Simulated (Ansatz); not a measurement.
# CH8OSi: the cost of one run

Method: PBE0-D4, def2-SVP first, then def2-TZVP; program: Ansatz 0.2.0, Gaussian basis.

152 further runs of the same task are left out: 152 set aside as unsound or not needed.

### 1 The starting structure

The guess: 11 atoms, charge 0, spin multiplicity 1.

Atoms are counted from 1 here; the program's logs count them from 0.

Bond lengths: Si1–O2 1.959 Å, Si1–H3 1.492 Å, Si1–H4 1.464 Å, Si1–H5 1.456 Å, O2–H6 1.220 Å, O2–H8 0.958 Å, C7–H9 1.084 Å, C7–H10 1.084 Å, C7–H11 1.100 Å. Angles: O2–Si1–H3 164.1°, O2–Si1–H4 89.5°, O2–Si1–H5 85.4°, H3–Si1–H4 99.4°, H3–Si1–H5 99.8°, H4–Si1–H5 125.0°, Si1–O2–H6 70.2°, Si1–O2–H8 128.7°, H6–O2–H8 126.6°, H9–C7–H10 108.6°, H9–C7–H11 105.3°, H10–C7–H11 104.5°.

As a file:

```xyz
11

Si   -1.0156    0.0776    0.2555
O     0.4322    1.1783    0.9836
H    -1.8269   -0.8624   -0.5714
H    -1.1795   -0.5528    1.5663
H    -1.6167    1.3420   -0.1443
H     0.8814    0.3912    0.1671
C     0.7345   -0.5538   -0.8251
H     0.7106    1.2766    1.8954
H     0.7071   -1.6193   -0.6249
H     0.3698   -0.3824   -1.8313
H     1.8030   -0.2950   -0.8709
```

Distances that are to change: Si1–C7 2.15 Å, O2–H6 1.22 Å, Si1–O2 1.96 Å, H6–C7 1.38 Å.

### 2 Relaxing the guess with the reacting distances held

Input file hold/in.yaml:

```yaml
crystal:
  periodic: [false, false, false]
  atoms:
    - {symbol: Si, position_ang: [-1.015600, 0.077600, 0.255500]}
    - {symbol: O, position_ang: [0.432200, 1.178300, 0.983600]}
    - {symbol: H, position_ang: [-1.826900, -0.862400, -0.571400]}
    - {symbol: H, position_ang: [-1.179500, -0.552800, 1.566300]}
    - {symbol: H, position_ang: [-1.616700, 1.342000, -0.144300]}
    - {symbol: H, position_ang: [0.881400, 0.391200, 0.167100]}
    - {symbol: C, position_ang: [0.734500, -0.553800, -0.825100]}
    - {symbol: H, position_ang: [0.710600, 1.276600, 1.895400]}
    - {symbol: H, position_ang: [0.707100, -1.619300, -0.624900]}
    - {symbol: H, position_ang: [0.369800, -0.382400, -1.831300]}
    - {symbol: H, position_ang: [1.803000, -0.295000, -0.870900]}
basis:
  gaussian: {orbitals: def2-SVP}
hamiltonian: {xc: pbe0, dispersion: d4}
relax: {f_tol: 0.04, max_steps: 150, escape_saddle: false, constraints: [{distance: [0, 6]}, {distance: [1, 5]}, {distance: [0, 1]}, {distance: [5, 6]}]}
```

Launch:

```bash
ansatz run in.yaml --threads 4 --pin off --events-out ev --progress --plain --max-ram 9574MiB
```

**Question.** How long does this run take on 4 threads of Arm Neoverse V1, shared host?

About 9 s.
